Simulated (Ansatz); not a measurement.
```yaml
crystal:
  periodic: [false, false, false]
  atoms:
    - {symbol: C, position_ang: [-0.169989, 0.232649, -0.947362]}
    - {symbol: Si, position_ang: [0.173933, -0.221708, 0.834524]}
    - {symbol: H, position_ang: [-1.229034, 0.105715, -1.182287]}
    - {symbol: H, position_ang: [0.406739, -0.398799, -1.626717]}
    - {symbol: H, position_ang: [0.098484, 1.273513, -1.140750]}
    - {symbol: H, position_ang: [-0.614764, 0.638065, 1.758206]}
    - {symbol: H, position_ang: [1.616791, -0.045602, 1.153256]}
    - {symbol: H, position_ang: [-0.190161, -1.640832, 1.095229]}
basis:
  gaussian: {orbitals: x2c-TZVPPall, fitting: {mean_field: cc-pVTZ-jkfit}}
hamiltonian: {xc: {name: HF}}
correlation: {method: mp2, frozen_orbitals: {C: 9}}
accuracy: high
```

```sh
$ ansatz run in.yaml --threads 2 --pin off --events-out ev --progress --plain --max-ram 32768MiB --backend cpu
```

Shortened log:

```
Functional definition: HF
Error: "frozen_orbitals" has no count for Si
```

In this input frozen orbitals are typed for one element alone, and the program wants a count for each. The input was rejected before any iteration.
